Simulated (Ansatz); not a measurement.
## PH$_{2}$⁺, singlet along the angle H2-P1-H3

Starting geometry (PBE0/def2-TZVP stationary point for this spin, not checked as a minimum):

```yaml
atoms:
  - { symbol: P, position_ang: [0.0000, -0.0608, 0.0000] }
  - { symbol: H, position_ang: [0.0000, 0.9346, -1.0256] }
  - { symbol: H, position_ang: [0.0000, 0.9346, 1.0256] }
```

From there the angle named below is changed in its plane at fixed bond lengths, both arms turning rigidly about the middle atom; atoms are numbered as listed. Energies are in kcal/mol, counted from the starting geometry at the same level.

Basis cc-pVDZ; Ansatz 0.2.0. Correlated methods freeze the noble-gas cores. R marks a restricted (for open shells ROHF) determinant. Active spaces: valence = (6e, 6o) chosen from the atoms' valence shells.

The determinant at some points fills πx and πy unequally, so it is a mixture of Σ and Δ, which weighs on every level built on one determinant. Runs in a small pair space aren't shown, since their orbitals change along the scan. A value is left out where its run failed or describes another state than the reference as far as symmetry and spin tell, or, spin-broken singlets apart, can't be checked.

Full CI is exact within this basis and frozen core; it isn't the basis-set limit.

| angle H2-P1-H3 (°) | full CI | unpaired electrons (full CI) | error RMP2 | error CISD | error RCCSD | error RCCSDT(Q) | error CASSCF (valence space) | error MRCISD+Q (valence space) |
| --- | --- | --- | --- | --- | --- | --- | --- | --- |
| 71.9 | 7.4 | 0.08 | 0.2 | 0.3 | 0.2 | 0.0 | 0.8 | 0.0 |
| 89.1 | 0.2 | 0.07 | 0.0 | 0.0 | 0.0 | 0.0 | 0.1 | 0.0 |
| 91.7 | 0.0 | 0.08 | 0.0 | 0.0 | 0.0 | 0.0 | 0.0 | 0.0 |
| 103.7 | 1.9 | 0.08 | 0.1 | 0.0 | 0.0 | 0.0 | -0.6 | 0.0 |
| 120.2 | 11.5 | 0.10 | 0.6 | 0.4 | 0.2 | 0.0 | -1.2 | 0.1 |
| 138.5 | 29.8 | 0.19 | 1.8 | 1.3 | 0.7 | 0.0 | -1.3 | 0.3 |
| 157.8 | 52.3 | 0.79 | 4.5 | 3.8 | 2.4 | 0.0 | – | – |
| 180.0 | 64.2 | 2.04 | 9.5 | 9.2 | 6.6 | -0.2* | 10.6 | -0.9 |

An asterisk marks runs whose energy the program itself flagged as in doubt.

Unpaired electrons are Σ n²(2−n)² over natural occupations. Errors are those of relative energies. In total energy the starting point itself misses full CI by: RMP2 20.5, CISD 5.2, RCCSD 2.0, RCCSDT(Q) 0.0, CASSCF (valence space) 46.4, MRCISD+Q (valence space) 0.1 kcal/mol.

Spread of the error over the points with a reference, to 180.0 ° (largest less smallest): RCCSDT(Q) 0.2, MRCISD+Q (valence space) 1.2 (7 of 8 points), RCCSD 6.6, CISD 9.2, RMP2 9.5, CASSCF (valence space) 11.9 (7 of 8 points) kcal/mol.
